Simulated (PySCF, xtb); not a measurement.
HN₂, SMILES N#[NH+], charge +1.

Harmonic wavenumbers (cm⁻¹) from GFN2-xTB (xtb 6.7.1) at its own minimum, in rising order: 769, 769, 2406, 3185.

**Question.** What does PBE0-D3(BJ)/def2-TZVPD (PySCF) give at its own minimum? (The exact figures need the calculation; the answer reports its results.)

**Answer.** 734, 734, 2418, 3404. Paired by order, the mean absolute difference is 75 cm⁻¹ and the zero-point energies are 10.2 and 10.4 kcal/mol.
